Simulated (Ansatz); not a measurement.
# Smallest direct gap on the k points sampled of zinc-blende ZnSe at several levels of theory

No measured value is used here.

```csv
level (code),value (eV)
LDA+SOC (Ansatz),0.90
PBE (Ansatz),1.29
r²SCAN (Ansatz),1.86
B3LYP (VWN-RPA form) (Ansatz),2.61
Hartree–Fock (Ansatz),8.97
```

Computed values are for a static lattice. Spin–orbit coupling is included only where a level's name says +SOC; with heavier elements it mostly lowers gaps and can invert bands.  Values are at the measured cell. Cutoffs and k meshes differ between the levels. Ansatz's density-functional and Hartree–Fock values are scalar-relativistic unless marked +SOC, with PAW data made under PBE.

Ansatz is a quantum-chemistry and plane-wave program.
